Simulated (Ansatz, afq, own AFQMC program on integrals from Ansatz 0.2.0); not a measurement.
# BSiH₂, quartet → BSiH2⁺, triplet, worked out

```xyz
4

Si    0.0000   -0.0471    0.5518
B     0.0000   -0.0605   -1.3633
H     0.0000    1.1711    1.4474
H     0.0000    0.7893   -2.2001
```

Connectivity, by distances: SiH–BH.

Both states at this geometry.

Basis cc-pVTZ. Only valence electrons are correlated. Ansatz 0.2.0 and our own AFQMC program on the same integrals; the CISD trial comes from CCSD amplitudes, and released means the phaseless constraint is let go. Uncertainties: one standard error, sampling alone.

Total energies in eV. CBS is CCSD(T) at the limit of def2-TZVPP/QZVPP (extrapolated itself); the highest rung of each member is named.

Cautions: BSiH₂ (quartet): lower spins were not checked, the released energies are still falling, so no released level is given (meV from the phaseless value at times in 1/Eh: 1 ± 4 at 0.24, 0 ± 4 at 0.51, -6 ± 4 at 0.99, -8 ± 4 at 1.62, -16 ± 7 at 2.40), though the last usable value meets CCSDT(Q) within the noise; BSiH₂⁺ (triplet): lower spins were not checked, the released energies have errors that jump between times, so the bars are unsure, so no released level is given (meV from the phaseless value at times in 1/Eh: -5 ± 4 at 0.24, -15 ± 3 at 0.51, -61 ± 37 at 0.99, -27 ± 3 at 1.62, -26 ± 11 at 2.40), its ph-AFQMC/CISD value lies 37 ± 4 meV above CCSDT(Q); this needn't be the first ionization.

| member | count | CCSD(T)/cc-pVTZ | highest rung in cc-pVTZ | which | CCSD(T)/CBS |
| --- | --- | --- | --- | --- | --- |
| BSiH₂⁺, triplet | +1 | -8559.5247 | -8559.5852 | CCSDT(Q) | -8560.1280 |
| BSiH₂, quartet | -1 | -8567.6244 | -8567.6762 | CCSDT(Q) | -8568.2699 |

**Question.** Work out the best estimate of the vertical ionization energy: the CCSD(T)/CBS difference plus the step from CCSD(T) to the highest rung.

**Answer.** Sums with the counts: CCSD(T)/CBS 8.1419 eV, highest rung 8.0910 eV, CCSD(T)/cc-pVTZ 8.0997 eV. The step is 8.0910 − 8.0997 = -0.0087 eV, so the best estimate is 8.1419 + (-0.0087) = 8.1332 eV = 784.7 kJ/mol. The basis set is worth 0.042 eV of it. Zero-point, core-correlation and spin–orbit terms aren't in it. Past Ne the Hartree–Fock part of each CBS total tends to overshoot, since the cores don't follow the formula; that largely cancels in the difference.

Best estimates are given only where the step beyond CCSD(T) is under 0.3 eV and no member's determinant is very poor (T1 over 0.05, or 0.07 for open shells, ⟨S²⟩ too high by 0.3, two states mixed), so the hardest cases are missing from such tables.

CCSDT and higher add their correlation energy to the determinant of the CCSD(T) run, since their own runs factorise the integrals more tightly (a shift of under 2 meV). Each member of a difference takes its own highest rung, so a best estimate needn't equal the limit plus the step of one row.
